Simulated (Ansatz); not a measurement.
Born–Oppenheimer molecular dynamics of AlH6N (8 atoms, charge 0, multiplicity 1). It starts at the highest image of a converged band. Of that band: Neighbouring images differ by up to 1.3 eV, so the band resolves the path poorly. A vibrational analysis at the climbing image gives one clearly imaginary mode, 1425i cm⁻¹: a first-order saddle point.

Level of theory: RKS BHLYP-D4/def2-SVP (Ansatz).

```
ensemble                      : NVE (velocity Verlet)
time step                     : 0.5 fs
steps asked                   : 200
starting velocities drawn for : 100 K
seed                          : 7089
```

First frame:

```xyz
8
Properties=species:S:1:pos:R:3
Al -0.017 0.079 0.182
N -0.037 0.228 2.078
H -0.828 -0.050 2.642
H 0.809 0.160 2.627
H 1.409 -0.143 -0.444
H -1.365 -0.442 -0.441
H -0.213 1.863 0.464
H -0.174 1.429 1.358
```

Problem. How far do the bonds stretch over the last three quarters of this one trajectory? (Pairs bonded in most of those frames.)

Solution. 
| bond | mean (Å) | spread (Å) | shortest | longest |
| --- | --- | --- | --- | --- |
| Al1–N2 | 1.779 | 0.075 | 1.67 | 1.89 |
| Al1–H5 | 1.577 | 0.009 | 1.56 | 1.59 |
| Al1–H6 | 1.576 | 0.009 | 1.56 | 1.59 |
| N2–H3 | 1.009 | 0.009 | 0.99 | 1.03 |
| N2–H4 | 1.008 | 0.008 | 1.00 | 1.02 |
| H7–H8 | 0.755 | 0.009 | 0.74 | 0.77 |

Mean temperature of the second half: 963 K. The conserved energy stayed within 0.047 meV per atom of its start (net change -0.0016 meV per atom), so the integration is sound. The kinetic energy rose, since the run started high on the potential surface and went downhill. It ends in pieces (AlH4N + H2), so much of that is their flight and rotation, not heat. A run of 0.1 ps of so small a system gives no equilibrium averages. The orbitals stay closed-shell, which can raise the energy where a bond breaks towards radicals; this wasn't checked here.

Time of the run: 2.5 min on 1 thread of Intel(R) Xeon(R) 6975P-C (Granite Rapids), with other jobs on the host, peak memory 0.12 GiB.
